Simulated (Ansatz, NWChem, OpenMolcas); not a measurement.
## Strength of the Li–H bond: LiH → Li + H

Species: LiH, singlet; Li atom, doublet; H atom, doublet. 

Shapes, held fixed at every level: measured bond length. Programs: Ansatz 0.2.0, NWChem 7.3.0, OpenMolcas 26.06. A level may come from different programs for different species; with the same settings they agree closely. The zero-point and thermal change to 298 K, harmonic and unscaled (PBE0/aug-cc-pVTZ), is -4.7 kJ/mol.

(1) Estimate ΔH(298 K) of this reaction.

## Answers

(1) The highest level, FCI/cc-pVTZ, gives ΔH(298 K) = +233.6 kJ/mol; the levels span +137.9 to +249.5. The column of differences is taken from that level and isn't an error. Hartree–Fock misses the correlation of the pair that is broken and comes out low. No measured value is set beside it here. Open shells run unrestricted unless RO is named. Correlated rows may include outer-core shells of Li, which these sets cover unevenly.

```
                             level                    kind  ΔH(298 K) (kJ/mol)  less FCI/cc-pVTZ
                       HF/def2-SVP            Hartree–Fock              +137.9             -95.7
B3LYP/6-31G* (spherical functions)           global hybrid              +233.2              -0.4
                     B3LYP/cc-pVTZ           global hybrid              +239.3              +5.7
                     BHLYP/cc-pVTZ           global hybrid              +232.8              -0.8
                   wB97M-V/cc-pVTZ  range-separated hybrid              +249.5             +15.9
                  RPA@PBE0/cc-pVTZ                     RPA              +213.8             -19.8
                     MP2/def2-TZVP     perturbation theory              +187.6             -46.0
                       FCI/cc-pVTZ      exact in the basis              +233.6               0.0
```
